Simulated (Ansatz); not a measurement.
## HSi–BH⁺, quintet: reading a ladder of total energies

Geometry: that of the HSi–BH, quartet, kept fixed. The triplet lies 3.6 eV lower here.

```json
{"atom": "Si", "x (Å)": "0.0000", "y (Å)": "-0.0471", "z (Å)": "0.5518"}
{"atom": "B", "x (Å)": "0.0000", "y (Å)": "-0.0605", "z (Å)": "-1.3633"}
{"atom": "H", "x (Å)": "0.0000", "y (Å)": "1.1711", "z (Å)": "1.4474"}
{"atom": "H", "x (Å)": "0.0000", "y (Å)": "0.7893", "z (Å)": "-2.2001"}
```

Basis cc-pVDZ; Ansatz 0.2.0. Correlated methods freeze the noble-gas cores, which leaves 8 electrons in 36 orbitals. R marks a restricted (for open shells ROHF) determinant, U an unrestricted one.

Full CI isn't at hand for all of this; UCCSDTQ serves as the reference, and is uncertain by about the last step of the cluster series.

Runs differ by some tens of microhartree through their thresholds and, for an open shell, their frozen cores, so steps under 0.03 kcal/mol mean nothing.

| level | total energy (hartree) |
| --- | --- |
| UHF | -314.235482 |
| UMP2 | -314.338328 |
| UCCSD | -314.374159 |
| UCCSD(T) | -314.379261 |
| UCCSDT | -314.381030 |
| UCCSDT(Q) | -314.381313 |
| UCCSDTQ | -314.381343 |

What is the correlation energy at UCCSDTQ, and what share of it do UMP2 and UCCSD(T) recover?

E(corr) = -314.381343 − (-314.235482) = -0.145861 hartree = -3.969 eV. UMP2: -0.102846 / -0.145861 = 70.51 %. UCCSD(T): -0.143779 / -0.145861 = 98.57 %.

By how many kcal/mol does UCCSD(T) miss UCCSDTQ (1 hartree = 627.509 kcal/mol), and which steps make up the rest?

-314.379261 − (-314.381343) = 0.002082 hartree = 1.31 kcal/mol. Steps: UCCSDT − UCCSD(T) = -1.11, UCCSDT(Q) − UCCSDT = -0.18, UCCSDTQ − UCCSDT(Q) = -0.02 kcal/mol. Differences between like states or geometries often cancel part of this.
